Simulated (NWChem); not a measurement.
Everything below was run with NWChem. System: C2H6S, charge 1, spin multiplicity 2, at the geometry of a parent with another charge or spin, in a state set for the comparison that need not be this species' ground state. Its SCF solution wasn't tested for a lower state. Level: UPBE0/def2-TZVP.

Job file:

```
start mol
memory heap 200 mb stack 900 mb global 1100 mb
charge 1
geometry units angstroms nocenter noautoz
  C     -1.379091     0.000000     0.506946
  S      0.000000     0.000000    -0.654747
  C      1.379091     0.000000     0.506946
  H     -1.374213     0.899007     1.142935
  H     -2.302295     0.000000    -0.089572
  H     -1.374213    -0.899007     1.142935
  H      1.374213     0.899007     1.142935
  H      2.302295     0.000000    -0.089572
  H      1.374213    -0.899007     1.142935
  symmetry group C2v
end
basis spherical
  * library def2-tzvp
end
dft
  xc pbe0
  odft
  mult 2
  semidirect memsize 60000000 filesize 0
  iterations 100
end
task dft energy
```

Output (cleaned and shortened):

```
             Northwest Computational Chemistry Package (NWChem) 7.3.0
             --------------------------------------------------------

                                NWChem Input Module
                                -------------------

 Scaling coordinates for geometry "geometry" by  1.889725989
 (inverse scale =  0.529177249)

 Turning off AUTOSYM since
 SYMMETRY directive was detected!

                             Geometry "geometry" -> ""
                             -------------------------

 Output coordinates in angstroms (scale by  1.889725989 to convert to a.u.)

  No.       Tag          Charge          X              Y              Z
 ---- ---------------- ---------- -------------- -------------- --------------
    1 C                    6.0000    -1.37909100     0.00000000     0.50694600
    2 S                   16.0000     0.00000000     0.00000000    -0.65474700
    3 C                    6.0000     1.37909100     0.00000000     0.50694600
    4 H                    1.0000    -1.37421300     0.89900700     1.14293500
    5 H                    1.0000    -2.30229500     0.00000000    -0.08957200
    6 H                    1.0000    -1.37421300    -0.89900700     1.14293500
    7 H                    1.0000     1.37421300     0.89900700     1.14293500
    8 H                    1.0000     2.30229500     0.00000000    -0.08957200
    9 H                    1.0000     1.37421300    -0.89900700     1.14293500

 Effective nuclear repulsion energy (a.u.)     110.7294865103

            Nuclear Dipole moment (a.u.)
            ----------------------------
        X                 Y               Z
 ---------------- ---------------- ----------------
     0.0000000000     0.0000000000    -0.0000075589

      Symmetry information
      --------------------

 Group name             C2v
 Group number             16
 Group order               4
 No. of unique centers     4

      Symmetry unique atoms

     1    2    4    5


 Summary of "ao basis" -> "" (spherical)
 ------------------------------------------------------------------------------
       Tag                 Description            Shells   Functions and Types
[...]
 overlap   0.801  0.999  0.996  1.000  0.990  0.992  0.991  0.999  0.807  0.990

   alpha     41     42     43     44     45     46     47     48     49     50
    beta     41     40     43     44     45     46     47     48     50     49
 overlap   0.999  0.990  0.807  0.996  0.986  1.000  1.000  0.999  0.998  1.000

   alpha     51     52     53     54     55     56     57     58     59     60
    beta     51     52     53     54     55     56     57     58     59     60
 overlap   0.785  0.780  0.990  0.999  0.997  1.000  1.000  1.000  0.998  0.933

   alpha     61     62     63     64     65     66     67     68     69     70
    beta     61     63     62     64     65     67     66     68     69     70
 overlap   0.842  0.840  0.903  0.935  0.988  0.989  0.998  0.988  1.000  0.995

   alpha     71     72     73     74     75     76     77     78     79     80
    beta     71     74     72     75     73     78     77     76     79     80
 overlap   0.999  0.997  0.990  0.999  0.999  0.996  0.982  0.995  0.995  0.993

   alpha     81     82     83     84     85     86     87     88     89     90
    beta     81     82     83     84     85     86     87     88     89     90
 overlap   0.997  1.000  1.000  0.999  1.000  0.998  0.999  0.999  0.999  1.000

   alpha     91     92     93     94     95     96     97     98     99    100
    beta     91     92     93     95     94     96     97     98     99    100
 overlap   1.000  1.000  1.000  0.999  1.000  0.990  1.000  1.000  0.990  0.999

   alpha    101    102    103    104    105    106    107    108    109    110
    beta    101    102    103    104    105    106    107    108    109    110
 overlap   1.000  1.000  1.000  1.000  1.000  0.998  1.000  0.998  1.000  1.000

   alpha    111    112    113    114    115    116    117    118    119    120
    beta    111    112    113    114    115    116    117    118    119    120
 overlap   1.000  1.000  1.000  1.000  1.000  0.999  0.999  1.000  1.000  1.000

   alpha    121    122    123    124    125    126    127    128    129    130
    beta    121    122    123    124    125    126    127    128    129    130
 overlap   1.000  1.000  1.000  1.000  1.000  1.000  1.000  1.000  1.000  1.000

   alpha    131    132    133    134    135
    beta    131    132    133    134    135
 overlap   1.000  1.000  1.000  1.000  1.000

     --------------------------
     Expectation value of S2:
     --------------------------
      <S2> =      0.7559 (Exact =     0.7500)

 center of mass
 --------------
 x =   0.00000000 y =   0.00000000 z =  -0.13223857

 moments of inertia (a.u.)
 ------------------
         100.385466897934           0.000000000000           0.000000000000
           0.000000000000         317.092965258256           0.000000000000
           0.000000000000           0.000000000000         239.977634945291

     Multipole analysis of the density
     ---------------------------------

     L   x y z        total         alpha         beta         nuclear
     -   - - -        -----         -----         ----         -------
     0   0 0 0      1.000000    -17.000000    -16.000000     34.000000

     1   1 0 0      0.000000      0.000000      0.000000      0.000000
     1   0 1 0     -0.000000     -0.000000      0.000000      0.000000
     1   0 0 1      0.430317      0.625037     -0.194712     -0.000008

     2   2 0 0    -10.888459    -79.460444    -77.761923    146.333909
     2   1 1 0      0.000000      0.000000      0.000000      0.000000
     2   1 0 1      0.000000      0.000000     -0.000000     -0.000000
     2   0 2 0    -16.676955    -15.531875    -12.689811     11.544731
     2   0 1 1      0.000000      0.000000      0.000000      0.000000
     2   0 0 2    -15.763057    -36.371893    -33.615194     54.224030

 Task  times  cpu:        7.3s     wall:        7.3s

 Total times  cpu:        7.3s     wall:        7.3s
```
